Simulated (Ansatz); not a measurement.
Species: C₃H₇, charge 0, doublet. C3H7 (SMILES [CH2]CC, doublet).
B3LYP-D3(BJ)/def2-TZVP minimum from Ansatz (a first-principles code):
```xyz
10

C      0.0021     0.1108     0.5655
C      0.0077     1.2936    -0.3331
C     -0.0086    -1.2298    -0.1990
H     -0.8754     0.1418     1.2188
H      0.8812     0.1312     1.2165
H     -0.0146    -2.0711     0.4978
H      0.9356     1.6982    -0.7148
H     -0.9144     1.6801    -0.7468
H     -0.8918    -1.3071    -0.8353
H      0.8722    -1.3206    -0.8368
```
Charge 0, spin multiplicity 2.

Total energies in cc-pVDZ, 19 correlated electrons, 3 frozen orbitals. Open shells are spin-unrestricted; no spin-orbit coupling. Cores are frozen in correlated methods. No relativity.

| method | program | energy (Eh) | minus CCSDT(Q) (mEh) |
|---|---|---|---|
| HF | Ansatz | -117.64081 | 473.74 |
| MP2 | Ansatz | -118.05117 | 63.38 |
| CCSD | Ansatz | -118.10091 | 13.64 |
| CCSD(T) | Ansatz | -118.11300 | 1.55 |
| CCSDT(Q) | Ansatz | -118.11455 | 0.00 |
